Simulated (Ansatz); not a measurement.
Two isomers of C4H9F: A = `CC(C)(C)F`, B = `CC(C)CF`.

Gas-phase electronic energies from Ansatz, PBE0-D4/def2-TZVP geometries. CCSD(T)/CBS adds triple-zeta CCSD(T) − MP2 to the extrapolated MP2 energy (def2 sets, frozen cores). Functionals use def2-TZVPP. B3LYP here is the variant with VWN-RPA as its local correlation; programs differ in this. One conformer a species, not always the lowest.

A:

Z-matrix (Å, degrees):
```
C
C 1 1.514
H 1 1.092 2 110.5
H 1 1.092 2 110.3 3 120.0
H 1 1.092 2 110.3 3 -120.0
C 2 1.514 1 112.1 3 -63.5
C 2 1.514 1 112.1 3 63.5
F 2 1.406 1 106.7 3 -180.0
H 6 1.092 2 110.3 1 -176.5
H 6 1.092 2 110.3 1 -56.5
H 6 1.092 2 110.5 1 63.5
H 7 1.092 2 110.5 1 -63.5
H 7 1.092 2 110.4 1 176.5
H 7 1.092 2 110.3 1 56.5
```

B:

Z-matrix (Å, degrees):
```
C
C 1 1.522
H 1 1.093 2 111.5
H 1 1.092 2 110.6 3 -120.1
H 1 1.092 2 110.9 3 120.3
C 2 1.522 1 111.7 3 -177.5
C 2 1.513 1 111.3 3 57.5
H 2 1.099 1 108.5 3 -57.9
H 6 1.092 2 110.6 1 -62.5
H 6 1.092 2 110.9 1 57.2
H 6 1.093 2 111.5 1 177.5
F 7 1.388 2 110.8 1 62.7
H 7 1.095 2 111.1 1 -178.2
H 7 1.095 2 111.1 1 -56.5
```

(1) Which is lower in electronic energy at CCSD(T)/CBS, and by how much? (An estimate is asked.)

(2) Give E(B) − E(A) in kcal/mol with HF/def2-TZVPP, PBE0-D4, CCSD(T)/def2-SVP, CCSD(T)/def2-TZVPP, CCSD/def2-TZVPP, ωB97M-V, B3LYP. (Estimate.)

(3) Does the order hold for the free energy at 298.15 K (harmonic terms from PBE0-D4)? (Estimate.)

Largest T1 diagnostic: 0.010.

Results:

(1) Ansatz gave: A, by 7.8 kcal/mol.

(2) Computed: HF/def2-TZVPP 6.9, PBE0-D4 7.2, CCSD(T)/def2-SVP 6.9, CCSD(T)/def2-TZVPP 7.3, CCSD/def2-TZVPP 7.1, ωB97M-V 7.8, B3LYP 7.2. None reverses the order clearly.

(3) Computed: Yes: G(B) − G(A) = +7.7 kcal/mol, for one conformer each.

Leaving LDA and LC-ωPBE aside and taking each functional with its dispersion term where it has one, the values, not all of them listed here, spread over 1.5 kcal/mol, from revPBE-D4 to B97M-V. LDA lies +1.2 kcal/mol from PBE without D4. At CCSD(T), def2-SVP lies −0.9 kcal/mol from the extrapolated value and def2-TZVPP −0.5 kcal/mol.
